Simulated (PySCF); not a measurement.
Which determinant of SiO lies lowest?

Unrestricted PBE0; basis Si def2-TZVPP, O def2-TZVPP; no relativity; PySCF 2.14. Outer shells of the fragments: Si 3s2 3p2; O 2s2 2p4.

Followed along the bond (rough minima from three points):

```
2Ms+1    unpaired  ⟨S²⟩ at the start  R at minimum (Å)  Te (eV)
    1        none               0.00              1.51     0.00
    3        π ↑↑               2.01              1.73     3.90
    5  σ ↑, π ↑↑↑               6.01              1.78     7.03
```

Solutions found at the starting distance of 1.715 Å, counted from the lowest of them; the search is not exhaustive and high or unbound solutions are not listed, so other states can lie among these:

```
2Ms+1    unpaired   term  E (eV)  ⟨S²⟩  ⟨Lz²⟩  μ (D)
    1        none    ¹Σ⁺    0.00  0.00   0.00  -3.79
    3        π ↑↑  mixed    3.00  2.01   2.02  -0.77
    3    σ ↑, π ↑     ³Π    3.32  2.02   1.01  -2.84
    3        π ↑↑  mixed    3.32  2.01   2.01  -0.82
    1        π ↑↓  mixed    3.39  1.01   2.02  -0.85
    5  σ ↑, π ↑↑↑     ⁵Π    6.16  6.01   1.01  -0.82
    3    σ ↑, π ↑     ³Π    6.29  2.00   1.02  -0.40
    3        σ ↑↑    ³Σ⁺    6.33  2.01   0.00  -2.02
    5      π ↑↑↑↑    ⁵Σ⁺    8.60  6.03   0.00   3.43
    5  σ ↑↑, π ↑↑  mixed    9.11  6.01   2.01  -0.24
    5  σ ↑↑, π ↑↑  mixed    9.42  6.01   2.01  -0.23
```

A term symbol is given only where ⟨S²⟩ and ⟨Lz²⟩ are close to those of a pure state; real π, δ and φ orbitals otherwise mix terms. A positive dipole means Si(−)O(+).

Q: Compare the gap between the two lowest followed solutions at the starting distance with the gap between their minima.

A: At PBE0 the second solution (triplet, unpaired electrons π ↑↑) lies +3.00 eV from the first (singlet, closed shell) at 1.715 Å and +3.90 eV at the minima; the two curves relax by different amounts, since their minima lie near 1.73 and 1.51 Å.

Counting both spins, an empty level lies below a filled one in some of these solutions, because spin and occupation are held.
